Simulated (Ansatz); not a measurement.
CHP, SMILES `C#P`, relaxed with RKS PBE-D4/def2-SVP in the Gaussian-basis code of Ansatz from a rough embedded geometry. The force threshold is 0.03 eV/Å; the program also tests the step.

Total charge 0; spin multiplicity 1.

Start:

```xyz
3

C    -0.072   -0.038    0.142
P     0.595    0.333   -1.204
H    -0.523   -0.295    1.062
```

**Question.** By how much does the energy fall, and how many steps does the optimiser take? (Best estimate.)

**Answer.** Ansatz gave: 2.62 kJ/mol, in 2 steps.

**Question.** Which bonds change most? (Estimate.)

**Answer.** Computed: C1–H3 from 1.056 to 1.091 Å; C1–P2 from 1.547 to 1.556 Å.

**Question.** Give the relaxed structure. (An estimate is asked.)

**Answer.** Ansatz gave: 
```xyz
3

C    -0.068   -0.036    0.135
P     0.602    0.338   -1.219
H    -0.535   -0.301    1.085
```
